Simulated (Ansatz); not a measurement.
# Al₂ (triplet): B2PLYP, RPA-PBE over vertical spin and charge gaps, cc-pVTZ

Aim: run Al₂ (triplet) with these functionals over vertical spin and charge gaps, and hold them against the top wave-function level at the same points.

Program: Ansatz 0.2.0, Gaussian basis. Level of theory: cc-pVTZ, all electrons in the functionals, frozen cores in the correlation of double hybrids and RPA. These are calculated values, not measurements.

To be run: B2PLYP, RPA-PBE, at charge 0, triplet; charge 0, singlet; charge 0, quintet; charge 1, doublet; charge 1, quartet.

15 further runs of the same task are left out: 4 that didn't finish, 11 set aside as unsound or not needed.

### Step 1. The geometry

The geometry is a PBE0/def2-TZVP stationary point (not a proven minimum).

2 atoms, charge 0, spin multiplicity 3.

Atoms are counted from 1 here; the program's logs count them from 0.

Bond lengths: Al1–Al2 2.479 Å.

Geometry (Å):

```
Al    0.00000    0.00000    0.00000
Al    0.00000    0.00000    2.47884
```

No dispersion term is added.

The geometry shown and the zero of energy belong to the point charge 0, triplet. The yardstick, UCCSDT(Q), and other wave-function levels (R restricted, U unrestricted, valence and pair active spaces) come from earlier runs.

### Step 2. B2PLYP, charge 0, triplet

in.yaml

```yaml
crystal:
  periodic: [false, false, false]
  atoms:
    - {symbol: Al, position_ang: [0.000000, 0.000000, 0.000000]}
    - {symbol: Al, position_ang: [0.000000, 0.000000, 2.478843]}
basis:
  gaussian: {orbitals: cc-pVTZ}
magnetization: {spin_polarized: true, initial_magnetization: 2}
hamiltonian: {xc: {name: B2PLYP}}
correlation: {electrons: outside_noble_gas}
```

Started as:

```sh
> ansatz run in.yaml --threads 1 --pin off --events-out ev --progress --plain --max-ram 2393MiB
```

The log of the run:

```text
Functional definition: B2PLYP
  name "B2PLYP"
  cite "Grimme, J. Chem. Phys. 124, 034108 (2006) doi:10.1063/1.2148954"
  cite "Becke, Phys. Rev. A 38, 3098 (1988) doi:10.1103/PhysRevA.38.3098"
  cite "Lee, Yang & Parr, Phys. Rev. B 37, 785 (1988) doi:10.1103/PhysRevB.37.785"
  parameter a = 0.53
  parameter c = 0.27
  exchange = (1 - a)*b88_x + a*exact_x
  correlation = (1 - c)*lyp_c + c*(mp2_os + mp2_ss)
442 factors; integrals over basis functions are off by at most 9.7e-4 eV
mean field evaluation 1: about -13183.9966 eV, gradient 3.3e0 eV
mean field evaluation 2: about -13184.0611 eV, gradient 3.2e0 eV
mean field evaluation 4: about -13184.2017 eV, gradient 4.1e-1 eV
mean field evaluation 8: about -13184.2068 eV, gradient 1.9e-2 eV
mean field evaluation 16: about -13184.2068 eV, gradient 6.8e-6 eV
mean field evaluation 32: about -13184.2727 eV, gradient 3.6e-3 eV
mean field evaluation 64: about -13184.2726 eV, gradient 3.4e-2 eV
mean field -13184.27273183 eV, -484.5130862738 hartree, gradient 4.8e-6 eV, S^2 2.022310; 6 other end points of the search recorded, 0 dependent functions left out
10 core orbitals not correlated: weight in the atoms' cores, before any rotation towards them, 1.000 or more for the frozen orbitals, at most 0.000 for the correlated occupied ones
reference -13184.27283919 eV, -484.5130902190 hartree; 4, 2 occupied and 54, 56 virtual orbitals, 442 factors
second order -3.44046069 eV of doubles, -0.00000000 eV of singles
Total energy: -13185.20176357 eV, -484.5472275605 hartree
```

It took 4.8 s on 1 thread of AMD EPYC 9R14, shared host.

From the report: ⟨S²⟩ of the determinant 2.022 (pure triplet: 2.00).

### Step 3. B2PLYP, charge 0, singlet

Changes to in.yaml since step 2:

```diff
@@ -7,3 +7,3 @@
   gaussian: {orbitals: cc-pVTZ}
-magnetization: {spin_polarized: true, initial_magnetization: 2}
+magnetization: {spin_polarized: true, initial_magnetization: 0}
 hamiltonian: {xc: {name: B2PLYP}}
```

The command is unchanged.

The log of the run, shortened:

```text
Functional definition: B2PLYP
  name "B2PLYP"
  cite "Grimme, J. Chem. Phys. 124, 034108 (2006) doi:10.1063/1.2148954"
  cite "Becke, Phys. Rev. A 38, 3098 (1988) doi:10.1103/PhysRevA.38.3098"
  cite "Lee, Yang & Parr, Phys. Rev. B 37, 785 (1988) doi:10.1103/PhysRevB.37.785"
[...]
442 factors; integrals over basis functions are off by at most 9.7e-4 eV
[...]
mean field -13184.21646341 eV, -484.5110184476 hartree, gradient 5.2e-8 eV, S^2 1.091279; 12 other end points of the search recorded, 0 dependent functions left out
10 core orbitals not correlated: weight in the atoms' cores, before any rotation towards them, 1.000 or more for the frozen orbitals, at most 0.000 for the correlated occupied ones
reference -13184.21657071 eV, -484.5110223906 hartree; 3, 3 occupied and 55, 55 virtual orbitals, 442 factors
second order -3.06545069 eV of doubles, -0.00000000 eV of singles
Total energy: -13185.04424240 eV, -484.5414387640 hartree
```

Wall time 10 s (1 thread of AMD EPYC 9R14, shared host).

From the report: ⟨S²⟩ of the determinant 1.091 (pure singlet: 0.00). The determinant is far from a pure spin state, so its energy mixes those of several spin states (harmless only where they are near-degenerate, as at dissociation).

From charge 0, triplet: +15.2 kJ/mol.

### Step 4. B2PLYP, charge 0, quintet

Changes to in.yaml since step 3:

```diff
@@ -7,3 +7,3 @@
   gaussian: {orbitals: cc-pVTZ}
-magnetization: {spin_polarized: true, initial_magnetization: 0}
+magnetization: {spin_polarized: true, initial_magnetization: 4}
 hamiltonian: {xc: {name: B2PLYP}}
```

The command is unchanged.

The log of the run, shortened:

```text
Functional definition: B2PLYP
  name "B2PLYP"
  cite "Grimme, J. Chem. Phys. 124, 034108 (2006) doi:10.1063/1.2148954"
  cite "Becke, Phys. Rev. A 38, 3098 (1988) doi:10.1103/PhysRevA.38.3098"
  cite "Lee, Yang & Parr, Phys. Rev. B 37, 785 (1988) doi:10.1103/PhysRevB.37.785"
[...]
442 factors; integrals over basis functions are off by at most 9.7e-4 eV
[...]
mean field -13182.68126712 eV, -484.4546010244 hartree, gradient 7.3e-7 eV, S^2 6.000603; 4 other end points of the search recorded, 0 dependent functions left out
10 core orbitals not correlated: weight in the atoms' cores, before any rotation towards them, 1.000 or more for the frozen orbitals, at most 0.000 for the correlated occupied ones
reference -13182.68137148 eV, -484.4546048596 hartree; 5, 1 occupied and 53, 57 virtual orbitals, 442 factors
second order -3.08980026 eV of doubles, -0.00000000 eV of singles
Total energy: -13183.51561755 eV, -484.4852628373 hartree
```

Wall time 1.9 s (1 thread of AMD EPYC 9R14, shared host).

From the report: ⟨S²⟩ of the determinant 6.001 (pure quintet: 6.00).

From charge 0, triplet: +162.7 kJ/mol.

### Step 5. B2PLYP, charge 1, doublet

Changes to in.yaml since step 4:

```diff
@@ -7,3 +7,4 @@
   gaussian: {orbitals: cc-pVTZ}
-magnetization: {spin_polarized: true, initial_magnetization: 4}
+total_charge: 1
+magnetization: {spin_polarized: true, initial_magnetization: 1}
 hamiltonian: {xc: {name: B2PLYP}}
```

Same command.

The log of the run, shortened:

```text
Functional definition: B2PLYP
  name "B2PLYP"
  cite "Grimme, J. Chem. Phys. 124, 034108 (2006) doi:10.1063/1.2148954"
  cite "Becke, Phys. Rev. A 38, 3098 (1988) doi:10.1103/PhysRevA.38.3098"
  cite "Lee, Yang & Parr, Phys. Rev. B 37, 785 (1988) doi:10.1103/PhysRevB.37.785"
[...]
442 factors; integrals over basis functions are off by at most 9.7e-4 eV
[...]
mean field -13178.01049346 eV, -484.2829532582 hartree, gradient 2.4e-6 eV, S^2 0.779238; 8 other end points of the search recorded, 0 dependent functions left out
10 core orbitals not correlated: weight in the atoms' cores, before any rotation towards them, 1.000 or more for the frozen orbitals, at most 0.000 for the correlated occupied ones
reference -13178.01060896 eV, -484.2829575029 hartree; 3, 2 occupied and 55, 56 virtual orbitals, 442 factors
second order -2.77914549 eV of doubles, -0.00000000 eV of singles
Total energy: -13178.76097824 eV, -484.3105330654 hartree
```

Run time: 5.5 s. Hardware: 1 thread of AMD EPYC 9R14, shared host.

From the report: ⟨S²⟩ of the determinant 0.779 (pure doublet: 0.75).

From charge 0, triplet: +621.4 kJ/mol.

### Step 6. B2PLYP, charge 1, quartet

Changes to in.yaml since step 5:

```diff
@@ -8,3 +8,3 @@
 total_charge: 1
-magnetization: {spin_polarized: true, initial_magnetization: 1}
+magnetization: {spin_polarized: true, initial_magnetization: 3}
 hamiltonian: {xc: {name: B2PLYP}}
```

Same command.

The log of the run, shortened:

```text
Functional definition: B2PLYP
  name "B2PLYP"
  cite "Grimme, J. Chem. Phys. 124, 034108 (2006) doi:10.1063/1.2148954"
  cite "Becke, Phys. Rev. A 38, 3098 (1988) doi:10.1103/PhysRevA.38.3098"
  cite "Lee, Yang & Parr, Phys. Rev. B 37, 785 (1988) doi:10.1103/PhysRevB.37.785"
[...]
442 factors; integrals over basis functions are off by at most 9.7e-4 eV
[...]
mean field -13176.25291082 eV, -484.2183632876 hartree, gradient 9.6e-7 eV, S^2 3.753755; 7 other end points of the search recorded, 0 dependent functions left out
10 core orbitals not correlated: weight in the atoms' cores, before any rotation towards them, 1.000 or more for the frozen orbitals, at most 0.000 for the correlated occupied ones
reference -13176.25302763 eV, -484.2183675803 hartree; 4, 1 occupied and 54, 57 virtual orbitals, 442 factors
second order -2.10690108 eV of doubles, -0.00000000 eV of singles
Total energy: -13176.82189092 eV, -484.2392729207 hartree
```

It took 4.5 s on 1 thread of AMD EPYC 9R14, shared host.

From the report: ⟨S²⟩ of the determinant 3.754 (pure quartet: 3.75).

From charge 0, triplet: +808.5 kJ/mol.

### Step 7. RPA-PBE, charge 0, triplet

in.yaml

```yaml
crystal:
  periodic: [false, false, false]
  atoms:
    - {symbol: Al, position_ang: [0.000000, 0.000000, 0.000000]}
    - {symbol: Al, position_ang: [0.000000, 0.000000, 2.478843]}
basis:
  gaussian: {orbitals: cc-pVTZ}
magnetization: {spin_polarized: true, initial_magnetization: 2}
hamiltonian: {xc: {name: PBE}}
correlation: {method: rpa, electrons: outside_noble_gas}
```

Same command.

The log of the run, shortened:

```text
Functional definition: PBE
  name "PBE"
  cite "Perdew, Burke & Ernzerhof, Phys. Rev. Lett. 77, 3865 (1996) doi:10.1103/PhysRevLett.77.3865"
  parent pbe
[...]
442 factors; integrals over basis functions are off by at most 9.7e-4 eV
[...]
mean field -13184.46425137 eV, -484.5201244869 hartree, gradient 8.8e-6 eV, S^2 2.008647; 9 other end points of the search recorded, 0 dependent functions left out
10 core orbitals not correlated: weight in the atoms' cores, before any rotation towards them, 1.000 or more for the frozen orbitals, at most 0.000 for the correlated occupied ones
reference -13163.72642400 eV, -483.7580233878 hartree; 4, 2 occupied and 54, 56 virtual orbitals, 442 factors
Total energy: -13170.15024041 eV, -483.9940942865 hartree
```

It took 4.2 s on 1 thread of AMD EPYC 9R14, shared host.

From the report: ⟨S²⟩ of the determinant 2.009 (pure triplet: 2.00).

### Step 8. RPA-PBE, charge 0, singlet

Changes to in.yaml since step 7:

```diff
@@ -7,3 +7,3 @@
   gaussian: {orbitals: cc-pVTZ}
-magnetization: {spin_polarized: true, initial_magnetization: 2}
+magnetization: {spin_polarized: true, initial_magnetization: 0}
 hamiltonian: {xc: {name: PBE}}
```

Same command.

The log of the run, shortened:

```text
Functional definition: PBE
  name "PBE"
  cite "Perdew, Burke & Ernzerhof, Phys. Rev. Lett. 77, 3865 (1996) doi:10.1103/PhysRevLett.77.3865"
  parent pbe
[...]
442 factors; integrals over basis functions are off by at most 9.7e-4 eV
[...]
mean field -13184.31160669 eV, -484.5145148985 hartree, gradient 2.8e-6 eV, S^2 1.011990; 20 other end points of the search recorded, 0 dependent functions left out
10 core orbitals not correlated: weight in the atoms' cores, before any rotation towards them, 1.000 or more for the frozen orbitals, at most 0.000 for the correlated occupied ones
reference -13163.49409149 eV, -483.7494853256 hartree; 3, 3 occupied and 55, 55 virtual orbitals, 442 factors
Total energy: -13169.98011403 eV, -483.9878422574 hartree
```

Wall time 14 s (1 thread of AMD EPYC 9R14, shared host).

From the report: ⟨S²⟩ of the determinant 1.012 (pure singlet: 0.00). The determinant is far from a pure spin state, so its energy mixes those of several spin states (harmless only where they are near-degenerate, as at dissociation).

From charge 0, triplet: +16.4 kJ/mol.

### Step 9. RPA-PBE, charge 0, quintet

Changes to in.yaml since step 8:

```diff
@@ -7,3 +7,3 @@
   gaussian: {orbitals: cc-pVTZ}
-magnetization: {spin_polarized: true, initial_magnetization: 0}
+magnetization: {spin_polarized: true, initial_magnetization: 4}
 hamiltonian: {xc: {name: PBE}}
```

Launched as before.

The log of the run, shortened:

```text
Functional definition: PBE
  name "PBE"
  cite "Perdew, Burke & Ernzerhof, Phys. Rev. Lett. 77, 3865 (1996) doi:10.1103/PhysRevLett.77.3865"
  parent pbe
[...]
442 factors; integrals over basis functions are off by at most 9.7e-4 eV
[...]
mean field -13182.78921686 eV, -484.4585681042 hartree, gradient 1.2e-7 eV, S^2 6.000419; 0 other end points of the search recorded, 0 dependent functions left out
10 core orbitals not correlated: weight in the atoms' cores, before any rotation towards them, 1.000 or more for the frozen orbitals, at most 0.000 for the correlated occupied ones
reference -13162.98422754 eV, -483.7307481708 hartree; 5, 1 occupied and 53, 57 virtual orbitals, 442 factors
Total energy: -13168.48633649 eV, -483.9329469453 hartree
```

Run time: 1 s. Hardware: 1 thread of AMD EPYC 9R14, shared host.

From the report: ⟨S²⟩ of the determinant 6.000 (pure quintet: 6.00).

From charge 0, triplet: +160.5 kJ/mol.

### Step 10. RPA-PBE, charge 1, doublet

Changes to in.yaml since step 9:

```diff
@@ -7,3 +7,4 @@
   gaussian: {orbitals: cc-pVTZ}
-magnetization: {spin_polarized: true, initial_magnetization: 4}
+total_charge: 1
+magnetization: {spin_polarized: true, initial_magnetization: 1}
 hamiltonian: {xc: {name: PBE}}
```

Launched as before.

The log of the run, shortened:

```text
Functional definition: PBE
  name "PBE"
  cite "Perdew, Burke & Ernzerhof, Phys. Rev. Lett. 77, 3865 (1996) doi:10.1103/PhysRevLett.77.3865"
  parent pbe
[...]
442 factors; integrals over basis functions are off by at most 9.7e-4 eV
[...]
mean field -13177.77988450 eV, -484.2744785353 hartree, gradient 6.6e-6 eV, S^2 0.755315; 13 other end points of the search recorded, 0 dependent functions left out
10 core orbitals not correlated: weight in the atoms' cores, before any rotation towards them, 1.000 or more for the frozen orbitals, at most 0.000 for the correlated occupied ones
reference -13157.79995014 eV, -483.5402294904 hartree; 3, 2 occupied and 55, 56 virtual orbitals, 442 factors
Total energy: -13163.30817865 eV, -483.7426531548 hartree
```

Wall time 4.2 s (1 thread of AMD EPYC 9R14, shared host).

From the report: ⟨S²⟩ of the determinant 0.755 (pure doublet: 0.75).

From charge 0, triplet: +660.2 kJ/mol.

### Step 11. RPA-PBE, charge 1, quartet

Changes to in.yaml since step 10:

```diff
@@ -8,3 +8,3 @@
 total_charge: 1
-magnetization: {spin_polarized: true, initial_magnetization: 1}
+magnetization: {spin_polarized: true, initial_magnetization: 3}
 hamiltonian: {xc: {name: PBE}}
```

Launched as before.

The log of the run, shortened:

```text
Functional definition: PBE
  name "PBE"
  cite "Perdew, Burke & Ernzerhof, Phys. Rev. Lett. 77, 3865 (1996) doi:10.1103/PhysRevLett.77.3865"
  parent pbe
[...]
442 factors; integrals over basis functions are off by at most 9.7e-4 eV
[...]
mean field -13175.82267997 eV, -484.2025525957 hartree, gradient 8.2e-8 eV, S^2 3.751525; 7 other end points of the search recorded, 0 dependent functions left out
10 core orbitals not correlated: weight in the atoms' cores, before any rotation towards them, 1.000 or more for the frozen orbitals, at most 0.000 for the correlated occupied ones
reference -13156.82224180 eV, -483.5042993718 hartree; 4, 1 occupied and 54, 57 virtual orbitals, 442 factors
Total energy: -13161.42073806 eV, -483.6732909922 hartree
```

Run time: 6.5 s. Hardware: 1 thread of AMD EPYC 9R14, shared host.

From the report: ⟨S²⟩ of the determinant 3.752 (pure quartet: 3.75).

From charge 0, triplet: +842.3 kJ/mol.

### Step 12. The comparison

The yardstick is UCCSDT(Q), where the cluster series has nearly closed. It comes from earlier runs at the same points. Energies in kJ/mol, counted from charge 0, triplet; blanks weren't run or aren't comparable.

| level | triplet to singlet | triplet to quintet | ionisation to the doublet cation | ionisation to the quartet cation |
| --- | --- | --- | --- | --- |
| UCCSDT(Q) |  | 149.4 | 639.7 | 821.2 |
| B2PLYP | 15.2 | 162.7 | 621.4 | 808.5 |
| RPA-PBE | 16.4 | 160.5 | 660.2 | 842.3 |

Largest miss and mean time a point (UCCSDT(Q) took 31 s a point; shared hosts):

```
  level  largest miss (kJ/mol)                             where  time a point
 B2PLYP                  -18.3  ionisation to the doublet cation         5.3 s
RPA-PBE                  +21.1  ionisation to the quartet cation         5.9 s
```

### Step 13. Summary of results

| quantity | value |
| --- | --- |
| triplet to quintet, UCCSDT(Q) | 149.4 kJ/mol |
| ionisation to the doublet cation, UCCSDT(Q) | 639.7 kJ/mol |
| ionisation to the quartet cation, UCCSDT(Q) | 821.2 kJ/mol |
| largest miss, B2PLYP | -18.3 kJ/mol (ionisation to the doublet cation) |
| largest miss, RPA-PBE | +21.1 kJ/mol (ionisation to the quartet cation) |

In words: Misses are known at 3 of 4 points at best, and only functionals with that many are ranked. Of the functionals, B2PLYP keep the smallest largest miss at the points compared (at most 18.3 kJ/mol) and RPA-PBE strays most (21.1 kJ/mol, at ionisation to the quartet cation). B2PLYP, RPA-PBE clearly break the spin symmetry at some points (⟨S²⟩ up to 1.09 above the pure value), so energy there is bought with a mixed spin. Functionals and the yardstick converge differently with the basis, so part of each miss in cc-pVTZ is the basis. The program flags that the yardstick's amplitudes may have other solutions at some points.
